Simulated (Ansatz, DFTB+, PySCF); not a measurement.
# Ladder of methods for the band gap of diamond-structure Si

Reference value: 1.23 eV (measured, zero-point renormalisation of 0.06 eV added back here (the table's ZPR column); inputs from Chen et al. (2018), doi:10.1103/physrevmaterials.2.073803).

| level (code) | value (eV) | cell (Å³/atom) | error (eV) |
|---|---|---|---|
| GFN1-xTB as cut by DFTB+ | 0.75 (indirect) | 20.01 | -0.48 |
| LDA (Ansatz) | 0.47 (indirect) | 20.01 | -0.76 |
| PBE (Ansatz) | 0.57 (indirect) | 20.01 | -0.66 |
| r²SCAN+rVV10 (Ansatz) | 0.73 | 20.07 | -0.50 |
| B3LYP (VWN-RPA form) (Ansatz) | 1.77 (indirect) | 20.01 | +0.54 |
| Hartree–Fock (Ansatz) | 6.34 (indirect) | 20.01 | +5.11 |
| G0W0@Hartree–Fock (PySCF) | 2.48 ± 0.06 | 20.01 | +1.25 |

Leaving aside GFN1-xTB as cut by DFTB+ (doubt noted below): Once the reference is moved by up to 0.10 eV (a margin picked here for doubts on the reference and the settings) and values within 0.03 eV count as equal, the nearest can be r²SCAN+rVV10 (-0.50 eV) or B3LYP (VWN-RPA form) (+0.54 eV). Among them Hartree–Fock (+5.11 eV) misses by most. No level tried lands within 0.2 eV. Even the nearest is off by 0.50 eV.

Published values of wave-function and many-body methods: 1.7 ± 0.1 eV (published DMC value, backflow, extrapolated, pseudopotential, static lattice; Yang et al. (2020), arXiv:1910.07531).

Semilocal Kohn–Sham gaps run low as a rule, and all computed gaps are for a static lattice, while measured ones hold electron–phonon shifts unless said otherwise.  A ± on a computed value is a rough bar: the spread of its extrapolation, a floor set from checks against published values, or a statistical error. GFN1-xTB as cut by DFTB+, r²SCAN+rVV10: the gap is read on the k mesh or supercell of the run alone and can be too large. GFN1-xTB as cut by DFTB+: the method was fitted mainly to molecules. GFN1-xTB as cut by DFTB+: codes differ in how they cut the long-range tail of xTB's charge interaction in a crystal, so the value belongs to this code. Values are at the measured cell; r²SCAN+rVV10 at the level's own relaxed cell. Cutoffs and k meshes differ between the levels. Ansatz's density-functional and Hartree–Fock values are scalar-relativistic unless marked +SOC, with PAW data made under PBE.

Differences are worked out from the printed values.

Ansatz is a first-principles code.
